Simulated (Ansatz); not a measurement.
A nudged elastic band was laid between two geometries of HO2S (4 atoms, charge -1, multiplicity 1).

Computed with Ansatz 0.2.0, RKS PBE0-D4/6-31G.

```yaml
movable_images: 9
climbing_image: yes
spring: 5.0 eV/Å²
optimiser: quadratic models (default)
start_path: IDPP
force_threshold: 0.03 eV/Å
iteration_limit: 60
end_points: relaxed
```

Initial state:

```xyz
4
Properties=species:S:1:pos:R:3
O -1.479 0.933 -0.433
S -0.535 0.303 0.833
O 0.742 -0.907 0.095
H 1.272 -0.329 -0.495
```

Final state:

```xyz
4
Properties=species:S:1:pos:R:3
O -1.588 0.160 -0.829
S -0.682 -0.715 0.313
O 0.912 0.260 0.694
H 1.358 0.296 -0.179
```

(1) What changes between the two ends?

(2) What energy profile does the band end with?

(3) What is the geometry of the highest image?

Results:

(1) No bond is made or broken. The dihedral O1–S2–O3–H4 goes from 62 to -61°. The two ends are copies of one structure, up to a mirror image or an exchange of like atoms.

(2) The run converged. The highest image is number 6 of 0 to 10, 1.5 kJ/mol above the ends, which have the same energy within 2 meV. A vibrational analysis at the climbing image gives one clearly imaginary mode, 91i cm⁻¹: a first-order saddle point. Limits of this set-up: no polarisation functions, an anion without diffuse functions, the dipole of an ion depends on the origin.

| image | path coordinate (Å) | energy (kJ/mol) | dihedral O1–S2–O3–H4 (°) |
| --- | --- | --- | --- |
| 0 | 0.00 | 0.0 | 62 |
| 1 | 0.13 | 0.3 | 51 |
| 2 | 0.27 | 0.8 | 39 |
| 3 | 0.40 | 1.3 | 28 |
| 4 | 0.53 | 1.5 | 15 |
| 5 | 0.67 | 1.4 | 2 |
| 6 | 0.80 | 1.5 | -12 |
| 7 | 0.94 | 1.3 | -25 |
| 8 | 1.08 | 0.9 | -38 |
| 9 | 1.22 | 0.3 | -49 |
| 10 | 1.36 | 0.0 | -61 |

(3) 
```xyz
4
Properties=species:S:1:pos:R:3:forces:R:3
O -1.343 0.594 -0.647 0.00 0.01 -0.01
S -0.812 -0.318 0.699 0.01 -0.01 0.02
O 1.082 -0.313 0.434 0.00 0.00 0.00
H 1.073 0.037 -0.486 0.00 0.00 0.00
```

Run time: 37 s on 1 thread of Arm Neoverse V2, on a shared host, peak memory 0.18 GiB.
